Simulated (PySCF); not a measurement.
Molecule: (CH3)2CHCH2F (SMILES CC(C)CF).

Structure with atom numbers: `[CH3:1][CH:2]([CH3:3])[CH2:4][F:5]`; H(Xn) means a hydrogen on atom n.

Geometry PBE0-D3(BJ)/def2-SVP throughout; GIAO in PySCF 2.14.0 with density-fitted response routines, gas phase, one conformer, non-relativistic; equivalent atoms averaged; functional PBE0.

(1) How do the shifts δ (against TMS, CFCl3 at the same level) depend on the basis set? (ppm; last column core-seconds on shared hosts with different chips, so compare them loosely)

(2) Which nucleus moves most, in ppm?

(3) Taking the largest basis, pcSseg-2 (306 functions), as the yardstick, rank the others by their worst heavy-atom deviation.

## Answers

(1) 
```tsv
basis set	functions	C4	C2	C1/C3	F5	H(C4)	H(C1)/H(C3)	H(C2)	core-s
STO-3G	34	61.7	28.5	22.1	-149.0	1.94	0.80	0.79	2.5
6-31G	63	84.4	30.2	20.3	-261.5	4.42	1.26	1.54	4.6
pcSseg-0	63	92.5	30.3	21.9	-278.5	4.54	1.28	1.25	3.9
6-31G*	88	83.8	29.5	19.4	-241.0	4.36	1.10	1.48	6.2
def2-SVP	115	84.8	29.5	19.3	-229.4	4.11	0.96	1.23	8.1
cc-pVDZ	115	85.3	33.8	20.3	-238.3	4.19	1.00	1.28	8.1
pcSseg-1	130	89.2	32.2	19.8	-259.6	4.32	1.08	1.24	10
6-311+G(2d,p)	189	87.6	33.2	18.7	-259.5	4.29	1.02	1.55	17
aug-cc-pVDZ	196	84.8	34.9	18.7	-243.0	4.41	1.11	1.62	18
def2-TZVP	209	89.6	33.8	19.6	-255.8	4.28	1.02	1.58	20
IGLO-III	265	91.2	34.5	19.8	-260.2	4.32	1.04	1.57	28
cc-pVTZ	276	88.8	33.2	19.5	-252.6	4.25	1.02	1.53	30
pcSseg-2	306	92.1	34.8	20.3	-258.9	4.28	1.04	1.56	42
```

(2) F5 (fluorine on an sp3 carbon): from -278.5 ppm with pcSseg-0 to -149.0 ppm with STO-3G. The smallest spread is 0.48 ppm, at H(C1)/H(C3). Proton shifts span only some 12 ppm, so a few tenths of a ppm matter as much there as several ppm in carbon.

(3) IGLO-III 1.3 ppm (265 functions), pcSseg-1 2.9 ppm (130 functions), def2-TZVP 3.1 ppm (209 functions), 6-311+G(2d,p) 4.5 ppm (189 functions), cc-pVTZ 6.3 ppm (276 functions), 6-31G 7.7 ppm (63 functions), aug-cc-pVDZ 15.9 ppm (196 functions), 6-31G* 18.0 ppm (88 functions), pcSseg-0 19.6 ppm (63 functions), cc-pVDZ 20.6 ppm (115 functions), def2-SVP 29.5 ppm (115 functions), STO-3G 109.9 ppm (34 functions).

A small basis that lands close on one nucleus may do so by chance; judge by the trend and by all nuclei.
